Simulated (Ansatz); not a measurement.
**Worked example: correlation energy of Ge–B–PH⁺, triplet**

Geometry: that of the Ge–B–PH, quartet, kept fixed.

```xyz
4

Ge    0.0000   -0.3114    2.4685
B     0.0000   -0.2886    0.5103
P     0.0000   -0.4075   -1.3979
H     0.0000    1.0075   -1.5809
```

Basis cc-pVDZ; Ansatz 0.2.0. Correlated methods freeze the noble-gas cores and the filled d shells of p-block atoms, which leaves 12 electrons in 44 orbitals. Prefix R: restricted or restricted open-shell reference; prefix U: unrestricted. No spin–orbit coupling is included, and no scalar relativity.

Full CI isn't at hand for all of this; UCCSDT(Q) serves as the reference, and is uncertain by about the last step of the cluster series.

The cluster runs stand on a determinant 0.01 eV above the lowest UHF solution, chosen by trial CCSD; the correlation energy below is counted from it.

Runs differ by some tens of microhartree through their thresholds and, for an open shell, their frozen cores, so steps under 0.03 kcal/mol mean nothing.

```csv
level,total energy (hartree)
UHF determinant under the cluster runs,-2440.982910
UMP2,-2441.186910
UCCSD,-2441.234349
UCCSD(T),-2441.244334
UCCSDT,-2441.246388
UCCSDT(Q),-2441.247108
```

Problem. What is the correlation energy at UCCSDT(Q), and what share of it do UMP2 and UCCSD(T) recover?

Solution. E(corr) = -2441.247108 − (-2440.982910) = -0.264198 hartree = -7.189 eV. UMP2: -0.204000 / -0.264198 = 77.21 %. UCCSD(T): -0.261424 / -0.264198 = 98.95 %.

Problem. By how many kcal/mol does UCCSD(T) miss UCCSDT(Q) (1 hartree = 627.509 kcal/mol), and which steps make up the rest?

Solution. -2441.244334 − (-2441.247108) = 0.002774 hartree = 1.74 kcal/mol. Steps: UCCSDT − UCCSD(T) = -1.29, UCCSDT(Q) − UCCSDT = -0.45 kcal/mol. Differences between like states or geometries often cancel part of this.
